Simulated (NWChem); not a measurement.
# SiH3 cation

```xyz
4

Si     0.0000     0.0000     0.0000
H      1.0547     1.0547     0.0000
H      0.3860    -1.4407     0.0000
H     -1.4407     0.3860     0.0000
```
Atoms are numbered in this order, from 1.

All runs: NWChem. Pople sets run with spherical d functions. Coordinates come from a PBE-D3(BJ)/def2-SVP optimisation.

### Question
Taking PBE/6-311++G** as the yardstick, which of these has the fewest basis functions while keeping “highest occupied level (eV)” within 0.05 eV of it: PBE/STO-3G; PBE/3-21G; PBE/6-31+G*; PBE/6-31G*; PBE/6-311G**?

### Answer
PBE/6-311G**.
| level | basis functions | highest occupied level (eV) |
|---|---|---|
| PBE/STO-3G | 12 | -15.78 |
| PBE/3-21G | 19 | -16.46 |
| PBE/6-31G* | 24 | -16.31 |
| PBE/6-31+G* | 28 | -16.32 |
| PBE/6-311G** | 44 | -16.25 |
| PBE/6-311++G** | 51 | -16.25 |

The yardstick is one finite set, not the basis-set limit.
